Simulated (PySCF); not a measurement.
Molecule: HC≡CCH2F (SMILES C#CCF).

Cartesian coordinates in Å; atom numbers follow the order of the lines, from 1:
```xyz
7

C     1.6063   -0.1971   -0.5130
C     0.4899   -0.0768   -0.0628
C    -0.8520    0.0544    0.4940
F    -1.5846    1.0134   -0.1522
H     2.5980   -0.3028   -0.9142
H    -0.7847    0.3185    1.5640
H    -1.3811   -0.9116    0.4153
```

Geometry PBE0-D3(BJ)/def2-SVP throughout; GIAO in PySCF 2.14, gas phase, one conformer, non-relativistic; equivalent atoms averaged; functional PBE0.

Task: How do the shifts δ (against TMS, CFCl3 at the same level) depend on the basis set? (ppm; last column core-seconds on shared hosts with different chips, so compare them loosely)

Result: 
```
    basis set  functions    C1    C2    C3      F4    H5  H6/H7  core-s
       STO-3G         23  70.4  60.1  53.2  -146.1  2.69   2.53     1.1
        6-31G         42  77.5  74.9  67.2  -252.9  2.65   5.02     1.9
     pcSseg-0         42  91.6  85.2  73.5  -277.3  2.77   5.17       2
       6-31G*         62  74.2  71.0  66.9  -235.1  2.30   4.86     2.6
     def2-SVP         71  77.8  75.6  66.2  -223.1  2.25   4.68     2.8
      cc-pVDZ         71  78.0  76.5  67.0  -229.9  2.31   4.88     3.6
     pcSseg-1         83  84.7  81.6  70.8  -246.9  2.58   4.99     7.8
  aug-cc-pVDZ        119  74.9  75.4  67.5  -228.0  2.51   5.06     6.3
6-311+G(2d,p)        126  82.5  81.9  69.4  -243.7  2.47   4.95     5.5
    def2-TZVP        142  82.1  82.1  71.3  -241.8  2.45   4.91     6.6
      cc-pVTZ        162  82.1  81.0  70.6  -240.8  2.38   4.92     9.8
     IGLO-III        170  84.5  83.6  72.2  -244.9  2.49   5.00      10
     pcSseg-2        186  85.7  84.7  73.0  -244.3  2.43   4.92      11
```

Task: Which nucleus moves most, in ppm?

Result: F4 (fluorine on an sp3 carbon): from -277.3 ppm with pcSseg-0 to -146.1 ppm with STO-3G. The smallest spread is 0.52 ppm, at H5. Proton shifts span only some 12 ppm, so a few tenths of a ppm matter as much there as several ppm in carbon.

Task: Taking the largest basis, pcSseg-2 (186 functions), as the yardstick, rank the others by their worst heavy-atom deviation.

Result: IGLO-III 1.2 ppm (170 functions), pcSseg-1 3.1 ppm (83 functions), def2-TZVP 3.5 ppm (142 functions), 6-311+G(2d,p) 3.6 ppm (126 functions), cc-pVTZ 3.7 ppm (162 functions), 6-31G 9.8 ppm (42 functions), 6-31G* 13.6 ppm (62 functions), cc-pVDZ 14.4 ppm (71 functions), aug-cc-pVDZ 16.3 ppm (119 functions), def2-SVP 21.2 ppm (71 functions), pcSseg-0 33.0 ppm (42 functions), STO-3G 98.2 ppm (23 functions).

A small basis that lands close on one nucleus may do so by chance; judge by the trend and by all nuclei.
